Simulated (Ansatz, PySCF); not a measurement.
System: C₃H₂N, net charge 0, doublet state. It need not be the lowest isomer of its formula. SMILES: C=[C]C#N
Geometry from a B3LYP-D3(BJ)/def2-TZVP (Ansatz, an electronic-structure program) optimisation:
```xyz
6

C     -0.1282    -1.7986    -0.0228
C      0.1404    -0.5266    -0.0139
C      0.0407     0.8046     0.0109
H     -1.1530    -2.1666     0.0132
H      0.6558    -2.5497    -0.0664
N      0.0257     1.9771     0.0297
```
Charge 0, spin multiplicity 2.

Property: atomisation energy (electronic, to ground-state atoms), in kcal/mol. Cores are frozen in the correlated levels unless marked. UHF or UKS for open shells. No spin-orbit coupling. No relativistic terms. The coupled-cluster limit lacks core correlation, which all-electron functionals hold. Basis-set limits of correlation are two-point, X^-3; Hartree-Fock from the larger set. The bracket is a focal-point correction in the basis named.

```tsv
level	program	atomisation energy (kcal/mol)
HF/def2-TZVPD	PySCF	450.2
BLYP-D3(BJ)/def2-TZVPD	Ansatz + dftd3	667.8
BLYP/def2-TZVPD	Ansatz	663.2
revPBE-D4/def2-TZVPD	Ansatz + dftd4	667.1
```

### Question
Predict the RI-MP2/CBS(cc-pVTZ,cc-pVQZ)+[CCSD(T)-MP2]/cc-pVTZ result (Ansatz).

### Answer
641.7 kcal/mol
